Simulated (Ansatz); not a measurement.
Potential energy curve for LiH, singlet.

Levels: RCCSD(T) = CCSD(T) on RHF/cc-pVTZ, frozen core (Ansatz, a program for electronic structure); RKS-PBE = restricted PBE/cc-pVTZ run with Ansatz; RKS-BLYP = restricted BLYP/cc-pVTZ in Ansatz; UCCSD(T) = CCSD(T) on UHF/cc-pVTZ, frozen core (Ansatz); UKS-PBE = unrestricted PBE/cc-pVTZ in Ansatz; UKS-BLYP = unrestricted BLYP/cc-pVTZ in Ansatz; FCI = full CI/cc-pVTZ, frozen core (Ansatz).

Cost and accuracy over the 23 points of the scan, with FCI as yardstick. Costs are rough ratios of core time within Ansatz on shared cores, each with its mean field (Kohn-Sham runs search longer for lower solutions than correlated ones do); the miss is the largest error against full CI of the curve after the mean shift, in eV.

```json
[
 {"level": "RCCSD(T)", "relative cost": "1", "largest error": "0.000"},
 {"level": "RKS-PBE", "relative cost": "1", "largest error": "0.593"},
 {"level": "RKS-BLYP", "relative cost": "2", "largest error": "0.538"},
 {"level": "UCCSD(T)", "relative cost": "2", "largest error": "0.001"},
 {"level": "UKS-PBE", "relative cost": "3", "largest error": "0.104"},
 {"level": "UKS-BLYP", "relative cost": "5", "largest error": "0.095"}
]
```

Costs within a factor of two of each other count as equal.

With two correlated electrons CCSD is exact in the basis where it finds the lowest root (RCCSD(T), UCCSD(T)). The restricted form behind RKS-PBE, RKS-BLYP keeps the bonding electrons paired and can't separate into open-shell fragments. The unrestricted determinant behind UCCSD(T) is spin-contaminated at 2.42 to 6.32 Å (<S²> up to 1.0, against 0.00 for a pure singlet). The unrestricted determinant behind UKS-PBE is spin-contaminated at 2.91 to 6.32 Å (<S²> up to 1.0, against 0.00 for a pure singlet). The unrestricted determinant behind UKS-BLYP is spin-contaminated at 2.91 to 6.32 Å (<S²> up to 0.9, against 0.00 for a pure singlet).
